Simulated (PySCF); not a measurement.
Spin-rotation constants: `Clc1ccco1`, C4H3ClO

Geometry:
```
atom   x (Å)   y (Å)   z (Å)
 Cl1   2.770  -0.649  -0.169
  C2   1.109  -0.296  -0.072
  C3   0.454   0.894   0.027
  C4  -0.923   0.557   0.073
  C5  -0.986  -0.798  -0.003
  O6   0.251  -1.327  -0.091
  H7   0.892   1.869   0.063
  H8  -1.744   1.239   0.151
  H9  -1.809  -1.483  -0.004
```

Method used: GIAO PBE/aug-pcSseg-1 magnetisability, rotational g tensor and spin-rotation constants, non-relativistic, gas phase in PySCF 2.14.0. Geometry: GFN2-xTB.

Give the nuclear spin-rotation constants along the inertial axes (H = +C I·J) beside the isotropic shieldings.

Rotational constants 9.3445, 2.1625, 1.7561 GHz. A star marks the isotopologue with that one atom substituted, in its own axes.
| atom | isotope | Caa (kHz) | Cbb (kHz) | Ccc (kHz) | mean (kHz) | σ (ppm) |
| --- | --- | --- | --- | --- | --- | --- |
| Cl1 | 35Cl | 0.869 | 0.859 | 0.499 | 0.742 | 710.3 |
| H7 | 1H | -0.897 | 0.207 | -0.205 | -0.298 | 25.4 |
| H8 | 1H | 0.513 | -0.107 | -0.203 | 0.068 | 25.0 |
| H9 | 1H | -0.050 | 0.027 | -0.184 | -0.069 | 24.2 |
| C2 | 13C* | 4.321 | 0.646 | 0.478 | 1.815 | 34.9 |
| C3 | 13C* | 3.056 | 0.858 | 0.256 | 1.390 | 70.3 |
| C4 | 13C* | 4.029 | 0.706 | 0.242 | 1.659 | 64.7 |
| C5 | 13C* | 4.135 | 0.761 | 0.380 | 1.759 | 38.3 |
| O6 | 17O* | -3.848 | -0.809 | -0.257 | -1.638 | 14.5 |

For the geometry as given, no vibrational averaging.

How do the rotational constants and the g tensor change when H7, H8, H9 are replaced by deuterium?

Constants 8.0590, 2.0349, 1.6247 GHz; g -0.0839, -0.0261, 0.0102, against -0.0972, -0.0276, 0.0112 before.
